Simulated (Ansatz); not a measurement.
One change: `CSCF` becomes `CSCS`.

Ansatz, PBE0-D4/def2-TZVP geometries, multiplicity 1. Each molecule was computed in one conformer, which needn't be the lowest.

```json
{"property": "size of the dipole moment (ωB97M-V/def2-TZVPP) / D", "`CSCF`": "1.71"}
{"property": "HOMO–LUMO gap (PBE0/def2-TZVPP) / eV", "`CSCF`": "7.72"}
{"property": "HOMO–LUMO gap (B3LYP/def2-TZVPP) / eV", "`CSCF`": "7.20"}
{"property": "size of the dipole moment (B3LYP/def2-TZVPP) / D", "`CSCF`": "1.71"}
{"property": "size of the dipole moment (PBE/def2-TZVPP) / D", "`CSCF`": "1.64"}
{"property": "LUMO energy (PBE/def2-TZVPP) / eV", "`CSCF`": "-0.19"}
```

**Question.** Give the same properties after the change, and the shifts. (An estimate is asked.)

**Answer.** Ansatz gave: 
| property | `CSCS` | shift |
| --- | --- | --- |
| size of the dipole moment (ωB97M-V/def2-TZVPP) / D | 0.59 | -1.12 |
| HOMO–LUMO gap (PBE0/def2-TZVPP) / eV | 6.60 | -1.12 |
| HOMO–LUMO gap (B3LYP/def2-TZVPP) / eV | 6.11 | -1.09 |
| size of the dipole moment (B3LYP/def2-TZVPP) / D | 0.60 | -1.11 |
| size of the dipole moment (PBE/def2-TZVPP) / D | 0.60 | -1.04 |
| LUMO energy (PBE/def2-TZVPP) / eV | -0.86 | -0.67 |

With PBE0 the HOMO rises by 0.44 eV and the LUMO falls by 0.68 eV, so the gap narrows by about 1.12 eV. PBE moves the HOMO by 0.40 eV and ωB97M-V by 0.49 eV. The zero-point energy changes by 18.2 kJ/mol with +3 modes. Dipoles are sizes alone; their direction can turn.

B3LYP here is the variant with VWN-RPA as its local correlation; programs differ in this.
